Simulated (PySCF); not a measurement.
**How the method changes the constants of Li₂**

State: ¹Σg⁺ (singlet), closed shell. Set-up: PySCF, no relativity, basis sets Li 3-21G. De refers to Li + Li in their ground configurations, without counterpoise correction.

| Level | Re (Å) | ωe (cm⁻¹) | De (eV) |
| --- | --- | --- | --- |
| RHF-MP2 | 2.792 | 339 | 0.60 |
| RHF-SCS-MP2 | 2.787 | 339 | 0.68 |
| RHF-CCSD | 2.737 | 341 | 0.90 |
| RHF-CCSD(T) | 2.737 | 341 | 0.90 |
| PBE | 2.753 | 339 | 0.89 |
| revPBE | 2.773 | 334 | 0.87 |
| PW91 | 2.752 | 339 | 0.96 |
| r²SCAN | 2.787 | 339 | 0.83 |
| B3LYP | 2.725 | 349 | 0.93 |
| PBE0 | 2.758 | 345 | 0.85 |
| LC-ωPBE | 2.754 | 360 | 0.81 |

**Question.** Which functional lies closest to RHF-CCSD(T) in De, which farthest, and by how much do they differ from it?

**Answer.** Closest is PBE (+1.6 pm in Re, -0.6 % in ωe, -0.01 eV in De against RHF-CCSD(T) in the same basis), farthest LC-ωPBE (+1.7 pm in Re, +5.6 % in ωe, -0.09 eV in De). CCSD(T) converges more slowly with the basis than the functionals do and binds too weakly in this one, so the order can change at the basis-set limit.

**Question.** What does a quarter of exact exchange do here, going from PBE to PBE0?

**Answer.** PBE0 less PBE: +0.5 pm in Re, +1.8 % in ωe, -0.04 eV in De. Exact exchange removes part of the self-interaction that spreads semilocal densities, and in most molecules shortens and stiffens the bond and lowers De; here Re goes the other way.

**Question.** What does the step from GGA to meta-GGA do here, going from PBE to r²SCAN?

**Answer.** r²SCAN less PBE: +3.4 pm in Re, +0.0 % in ωe, -0.06 eV in De. 

Measured (Huber and Herzberg, Constants of Diatomic Molecules (1979)): Re = 2.6729 Å, ωe = 351.43 cm⁻¹.

Correlated steps freeze no core orbitals. Closed-shell solutions of metal pairs were not tested for spin polarisation, which can lower them a little. Where the molecule has an RHF reference, its open-shell atoms are computed with UHF. 3-21G is very small, so such numbers show the basis as much as the molecule.
